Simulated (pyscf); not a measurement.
This saddle point was located with ωB97X-D3(BJ)/def2-SVP in PySCF.

```xyz
7

B     -0.8815    -0.1926    -0.2629
H     -0.9230     0.3728     0.9747
H     -0.6382    -1.3648    -0.0809
H     -1.9001     0.1509    -0.8095
O      0.3623     0.6564    -0.7222
H     -0.1348     0.7512     0.4496
H      1.1542     0.1068    -0.6756
```
Charge 0, spin multiplicity 1.

Surface: singlet, charge 0. Lowest wavenumbers (cm⁻¹): 1402i, 495, 816, 843, 1039.

### Question
Which two sides does it connect, and which bonds change?

### Answer
BH₃ (SMILES B) + H₂O (SMILES O) <-> H₂B–OH (SMILES BO) + H₂ (SMILES [H][H]), a four-centre exchange read from left to right: B–H, H–O broken and B–O, H–H formed. At ωB97M-D3(BJ)/def2-TZVP it lies +0.27 eV from the left side and +1.69 eV from the right (each side as separated species at their lowest minima found). On the reactant side the descent ends in an adduct with a B–O contact, 0.71 eV under the separated species and 1.02 eV under the saddle at ωB97X-D3(BJ)/def2-TZVP. What is counted as formed (B–O) is already present as a longer contact in the reactant adduct; forming that adduct is a step of its own. At the saddle there is also a short B–H contact that neither side keeps. One saddle was located; it need not be the lowest between these sides.
